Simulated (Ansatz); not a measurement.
**Se (model structure, started from the lonsdaleite type, P6₃/mmc, No. 194, 4 atoms in the cell): equilibrium volume per atom by level of theory**

No measured value is used here.

```csv
level (code),value (Å³/atom)
PBE (Ansatz),41.89
PBEsol (Ansatz),?
PBE-D3(BJ) (Ansatz),35.07
```

### Question
Complete the blanks.

### Answer

- PBEsol (Ansatz, a first-principles code), value (Å³/atom): 36.53

Ansatz's density-functional and Hartree–Fock values are scalar-relativistic unless marked +SOC, with PAW data made under PBE.

A model structure was made by putting elements into a prototype or built by hand; it is no filed structure, need not be a known phase, and can be a saddle point held by its symmetry.
